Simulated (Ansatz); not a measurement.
A nudged elastic band was laid between two geometries of C₂H₆OS₂ (11 atoms, charge 0, multiplicity 1).

The calculation used RKS PBE-D4/def2-mTZVP in Ansatz.

| Item | Value |
| --- | --- |
| movable images | 9 |
| climbing image | yes |
| spring | 5.0 eV/Å² |
| optimiser | quadratic models (default) |
| start path | through a guess of the saddle point |
| force threshold | 0.05 eV/Å |
| iteration limit | 60 |
| end points | relaxed |

First end point:

```xyz
11
Properties=species:S:1:pos:R:3
C -1.024 -0.238 0.877
C 0.244 0.005 0.077
O 1.320 -0.083 0.975
S 0.078 1.693 -0.718
S 0.532 -1.328 -1.217
H -1.150 0.555 1.629
H -0.940 -1.203 1.393
H -1.904 -0.259 0.223
H 2.143 0.121 0.487
H 1.128 1.531 -1.574
H -0.361 -0.850 -2.131
```

Last end point:

```xyz
11
Properties=species:S:1:pos:R:3
C -0.980 -0.171 0.976
C 0.090 0.082 -0.083
O 1.390 0.207 0.468
S -0.295 1.700 -0.887
S 0.021 -1.388 -1.251
H -0.910 0.608 1.745
H -0.814 -1.150 1.450
H -1.988 -0.162 0.541
H 1.690 -0.703 0.676
H 0.924 1.806 -1.488
H 0.938 -0.886 -2.127
```

What changes between the two ends?

No bond is made or broken. The dihedral O3–C2–S5–H11 goes from -165 to -63°.

Give the energies along the band, and the barrier.

It converged. The highest image is number 7 of 0 to 10, 8.8 kJ/mol above the first end and 2.5 kJ/mol above the last; the last end lies 6.3 kJ/mol above the first. A vibrational analysis at the climbing image gives one clearly imaginary mode, 204i cm⁻¹: a first-order saddle point.

| image | path coordinate (Å) | energy (kJ/mol) | dihedral O3–C2–S5–H11 (°) |
| --- | --- | --- | --- |
| 0 | 0.00 | 0.0 | -165 |
| 1 | 0.25 | 0.5 | -155 |
| 2 | 0.49 | 1.8 | -144 |
| 3 | 0.74 | 3.6 | -133 |
| 4 | 0.99 | 5.4 | -120 |
| 5 | 1.23 | 6.8 | -108 |
| 6 | 1.48 | 8.0 | -96 |
| 7 | 1.73 | 8.8 | -87 |
| 8 | 1.95 | 8.1 | -78 |
| 9 | 2.17 | 6.8 | -70 |
| 10 | 2.40 | 6.3 | -63 |

What is the geometry of the highest image?


```xyz
11
Properties=species:S:1:pos:R:3
C -1.024 -0.180 0.977
C 0.104 0.037 -0.023
O 1.339 0.192 0.655
S -0.283 1.600 -0.969
S 0.167 -1.473 -1.135
H -0.980 0.612 1.736
H -0.897 -1.150 1.478
H -2.007 -0.159 0.488
H 1.924 -0.524 0.339
H 1.016 1.822 -1.314
H 0.706 -0.834 -2.211
```

What are the harmonic wavenumbers there?

204i, 152, 238, 260, 276, 284, 342, 373, 402, 530, 659, 826, 840, 908, 1052, 1102, 1124, 1314, 1377, 1451, 1456, 2590, 2594, 2984, 3056, 3072, 3657 cm⁻¹.

The band took 7 iterations and of the order of 6 core-minutes.

The run took 3.2 min on 2 threads of Arm Neoverse V1, on a shared host, peak memory 0.17 GiB.
